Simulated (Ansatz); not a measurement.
System: 1T (CdI2-type) HfTe2. Method: PBEsol-D3(BJ) (plane waves, PAW; Ansatz, a program for electronic structure).

Run with plane-wave cutoff 520 eV, 18×18×8 k mesh (along the axes of the cell as run), Fermi–Dirac smearing 0.05 eV, scalar-relativistic PAW data made under PBE.

Energies at three volumes about the minimum:

```tsv
V (Å³/atom)	E − E_lowest (meV/atom)
25.951	1.52
26.481	0.00
27.010	1.38
```

### Question
Fit a parabola by hand: where is the minimum, and what is the bulk modulus?

### Answer
Slopes: (0.00 − 1.52)/(26.481 − 25.951) = -2.868 and (1.38 − 0.00)/(27.010 − 26.481) = 2.609 meV/Å³. Curvature E″ = 2 × (2.609 − (-2.868))/(27.010 − 25.951) = 10.344 meV/Å⁶. From the middle of the first interval, the slope vanishes at V0 = 26.2160 − (-2.868)/10.344 = 26.493 Å³/atom. B = V0 E″ = 26.493 × 10.344 meV/Å³ × 0.1602 GPa per meV/Å³ = 43.9 GPa. The full Birch–Murnaghan fit to all volumes gives V0 = 26.480 Å³/atom and B0 = 43.6 GPa.

Shape and atoms are relaxed at each volume.

Note: the relaxation could not lower the start's symmetry, so the cell can be a saddle point above a distorted one; the bulk modulus comes from volumes at which shape and atoms were relaxed.
